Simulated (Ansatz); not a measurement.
**SiH2 (singlet): the correlation ladder, STO-3G**

Aim: climb from Hartree-Fock through coupled cluster and multireference methods for SiH2 (singlet) at one geometry and basis, and see what each rung misses.

Computed with Ansatz 0.2.0, Gaussian basis. Level: STO-3G, core rule «outside noble gas», up to 5 orbitals frozen.

To be run: UHF; CCSD(T) on RHF; CCSD(T) on UHF; BCCD(T) on RHF; CISD; CCSDT(Q) on RHF; CCSDT(Q) on UHF; CISDTQ; CCSDTQ on RHF; CCSDTQ on UHF; CASSCF and MRCISD+Q, 6 electrons in 6 orbitals; CASSCF and NEVPT2, 6 electrons in 6 orbitals; Full CI.

10 further runs of the same task are left out: 10 set aside as unsound or not needed.

## (1) What is computed

The geometry is an MP2(full)/6-31G* stationary point (not a proven minimum).

3 atoms, charge 0, spin multiplicity 1.

Atoms are counted from 1 here; the program's logs count them from 0.

Bond lengths: Si1–H2 1.519 Å, Si1–H3 1.519 Å. Angles: H2–Si1–H3 92.5°.

## (2) UHF

Contents of in.yaml:

```yaml
crystal:
  periodic: [false, false, false]
  atoms:
    - {symbol: Si, position_ang: [0.000000, 0.000000, 0.070330]}
    - {symbol: H, position_ang: [0.000000, 1.096938, -0.979847]}
    - {symbol: H, position_ang: [0.000000, -1.096938, -0.979847]}
basis:
  gaussian: {orbitals: STO-3G}
magnetization: {spin_polarized: true, initial_magnetization: 0}
hamiltonian: {xc: hf}
output: {orbitals: {seedname: orbitals}}
```

Command:

```
$ ansatz run in.yaml --threads 1 --pin off --events-out ev --progress --plain --max-ram 3956MiB --backend cpu
```

After this run come: CCSD(T) on RHF; CCSD(T) on UHF; BCCD(T) on RHF; CISD; CCSDT(Q) on RHF; CCSDT(Q) on UHF; CISDTQ; CCSDTQ on RHF; CCSDTQ on UHF; CASSCF and MRCISD+Q, 6 electrons in 6 orbitals; CASSCF and NEVPT2, 6 electrons in 6 orbitals; Full CI.

Q: Predict the results of all the runs planned. Wanted: FCI below the RHF energy; RMP2 from FCI; RCCSD from FCI; RCCSD(T) from FCI; RCCSDT(Q) from FCI; NEVPT2 valence from FCI; MRCISD+Q valence from FCI; T1 diagnostic; effectively unpaired electrons.

**Answer**, as computed:

```
                         quantity                                                                                                                           value
         FCI below the RHF energy                                                                                                                      -1.4623 eV
                    RMP2 from FCI                                                                                                                      +546.9 meV
                   RCCSD from FCI                                                                                                                        +5.9 meV
                RCCSD(T) from FCI                                                                                                                        +2.9 meV
               RCCSDT(Q) from FCI                                                                                                                        +0.6 meV
          NEVPT2 valence from FCI                                                                                                                        -2.6 meV
        MRCISD+Q valence from FCI                                                                                                                        -2.6 meV
levels within 1 kcal/mol (43 meV)  RCCSD, RCCSD(T), BCCD(T), RCCSDT, CISDTQ, RCCSDT(Q), RCCSDTQ, CASSCF valence, NEVPT2 valence, MRCISD valence, MRCISD+Q valence
                    T1 diagnostic                                                                                                                           0.009
   effectively unpaired electrons                                                                                                                            0.04
```

**Reading.** RCCSD(T) lands +2.9 meV from the yardstick (0.2 % of the correlation energy). CASSCF valence, NEVPT2 valence, MRCISD valence, MRCISD+Q valence fall below full CI, which methods that aren't variational can do. One determinant dominates. Of the multireference levels listed NEVPT2 valence comes nearest in total energy (-2.6 meV), which doesn't show that its space is the better one. These misses are within one basis, not against nature.
